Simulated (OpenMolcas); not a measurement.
**BOF (fluoro(oxo)borane): the energy, rung by rung**

BOF: 3 atoms, total charge 0, spin state singlet. As SMILES, `O=BF`. The shape is that of a PBE0-D4/def2-TZVP optimisation.

```xyz
3

O     0.9831   -0.5651    0.4799
B     0.0203   -0.0116    0.0099
F    -1.0034    0.5768   -0.4898
```

Each level gives the energy change with the B2–F3 bond stretched from 1.282 to 1.923 Å (eV). The values are calculated.

```csv
level,kind,program,value (eV),less FCI/STO-3G,CPU time (all runs)
SVWN5/STO-3G (restricted),LDA,OpenMolcas,4.16,+0.99,6.2 s
PBE/STO-3G (restricted),GGA,OpenMolcas,3.74,+0.57,6.6 s
r2SCAN/STO-3G (restricted),meta-GGA,OpenMolcas,3.98,+0.81,7.7 s
M06-2X/STO-3G (restricted),hybrid meta-GGA,OpenMolcas,4.19,+1.02,7.3 s
PBE0/STO-3G (restricted),global hybrid,OpenMolcas,4.07,+0.90,6.2 s
ACPF/STO-3G (restricted),coupled cluster or CI,OpenMolcas,2.89,-0.28,3.3 s
CISD/STO-3G (restricted),coupled cluster or CI,OpenMolcas,3.43,+0.26,3.3 s
FCI/STO-3G,exact in the basis,OpenMolcas,3.17,0.00,60 s
```

FCI/STO-3G is exact within its basis and frozen core, so for wave-function methods in that basis the difference is their error; functionals converge differently with the basis, so for them it is only a difference. The first shape isn't each level's own minimum. The values span 2.89 to 4.19 eV. All rows use very small basis sets, so none should be taken for the real molecule's value. Times are those of the runs behind each value, whatever else they computed, on shared processors of several kinds: orders of magnitude only.
